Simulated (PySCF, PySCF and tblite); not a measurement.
A run on one conformer of CH3CH2CF(CH3)2, C5H11F, numbered as in [CH3:1][CH2:2][C:3]([CH3:4])([CH3:5])[F:6], from an ensemble study. The sound level was B97-2/pcSseg-1 (IEF-PCM, acetonitrile) on GFN2-xTB geometries.

Input:

```
{"job": {"xc": "B97-2", "basis": "pcSseg-1", "solvent": "acetonitrile", "kind": "nmr", "pop": false}, "charge": 0, "multiplicity": 1}
C      2.070700    -0.126300    -0.262800
C      0.691800    -0.762400    -0.472600
C     -0.450800     0.015400     0.174600
C     -1.774700    -0.731500    -0.012700
C     -0.591700     1.437000    -0.363700
F     -0.227600     0.108600     1.511300
H      2.848000    -0.781900    -0.646100
H      2.148000     0.829800    -0.796800
H      2.265100     0.057500     0.799700
H      0.514700    -0.903500    -1.532100
H      0.730900    -1.768700    -0.014500
H     -2.594700    -0.223300     0.510500
H     -2.044600    -0.846700    -1.050500
H     -1.702900    -1.737300     0.440700
H      0.281100     2.052000    -0.111200
H     -0.719000     1.445800    -1.446200
H     -1.451400     1.947400     0.081900
```

Command: OMP_NUM_THREADS=1 python ens_run.py task.json out

Output:

```
coarse grid: 13336 points
cycle   1  E = -296.7743031117  dE =  3.663e-01  |g| = 5.931e-01  |ddm| = 3.323e+00
cycle   2  E = -296.7506525983  dE =  2.365e-02  |g| = 7.297e-01  |ddm| = 8.741e-01
cycle   3  E = -296.8442606197  dE = -9.361e-02  |g| = 6.527e-02  |ddm| = 4.838e-01
cycle   4  E = -296.8449654126  dE = -7.048e-04  |g| = 2.515e-02  |ddm| = 5.815e-02
cycle   5  E = -296.8450925349  dE = -1.271e-04  |g| = 2.456e-03  |ddm| = 1.972e-02
cycle   6  E = -296.8450936083  dE = -1.073e-06  |g| = 7.308e-04  |ddm| = 2.207e-03
final grid: 126736 points
cycle   7  E = -296.8792976508  dE = -7.256e-05  |g| = 6.460e-03  |ddm| = 3.215e-02
cycle   8  E = -296.8792933870  dE =  4.264e-06  |g| = 8.487e-03  |ddm| = 8.881e-03
cycle   9  E = -296.8793034793  dE = -1.009e-05  |g| = 4.767e-04  |ddm| = 5.276e-03
cycle  10  E = -296.8793035128  dE = -3.356e-08  |g| = 2.414e-04  |ddm| = 5.139e-04
cycle  11  E = -296.8793035278  dE = -1.497e-08  |g| = 1.636e-05  |ddm| = 2.283e-04
cycle  12  E = -296.8793035278  dE = -4.616e-11  |g| = 7.514e-06  |ddm| = 1.891e-05
converged SCF energy = -296.8793035278

GIAO shielding tensors (ppm)
atom      isotropic    diamagn.    paramagn.     s11        s22        s33       span
  0 C      174.880     246.757     -71.877    166.877    172.942    184.821     17.944
  1 C      149.939     249.359     -99.420    138.846    139.722    171.250     32.404
  2 C       97.230     240.613    -143.383     71.328     73.488    146.875     75.547
  3 C      154.153     248.006     -93.852    134.833    140.089    187.538     52.705
  4 C      160.640     249.336     -88.696    142.801    152.685    186.433     43.633
  5 F      377.702     478.600    -100.898    359.043    365.267    408.796     49.754
  6 H       30.752      28.483       2.269     26.064     28.009     38.183     12.120
  7 H       30.435      30.258       0.177     25.607     29.633     36.066     10.459
  8 H       30.422      30.376       0.046     25.775     29.506     35.983     10.208
  9 H       30.379      32.342      -1.963     26.016     29.921     35.199      9.183
 10 H       29.774      31.814      -2.041     24.812     30.109     34.400      9.587
 11 H       30.077      29.895       0.182     26.385     28.070     35.777      9.392
 12 H       30.612      30.521       0.092     27.309     28.243     36.286      8.977
 13 H       30.038      30.068      -0.030     26.277     28.273     35.565      9.287
 14 H       29.895      31.301      -1.405     25.337     29.509     34.839      9.502
 15 H       30.731      30.987      -0.257     27.335     27.963     36.894      9.559
 16 H       30.276      30.543      -0.268     26.649     28.444     35.734      9.086
```

Question: What is wrong with this calculation, and what did it do to the result?

Answer: The setting at fault: geometries not relaxed beyond the force field. The calculation finished and met its thresholds. Shieldings averaged over the conformers (ppm), as run and sound:
```json
{"atoms": "C1", "as run": "173.3", "sound": "175.6"}
{"atoms": "C2", "as run": "149.1", "sound": "148.5"}
{"atoms": "C3", "as run": "94.4", "sound": "88.7"}
{"atoms": "C4/C5", "as run": "158.0", "sound": "158.9"}
{"atoms": "F6", "as run": "362.4", "sound": "359.1"}
{"atoms": "H1", "as run": "30.5", "sound": "30.7"}
{"atoms": "H2", "as run": "29.9", "sound": "30.1"}
{"atoms": "H4/H5", "as run": "30.2", "sound": "30.4"}
```
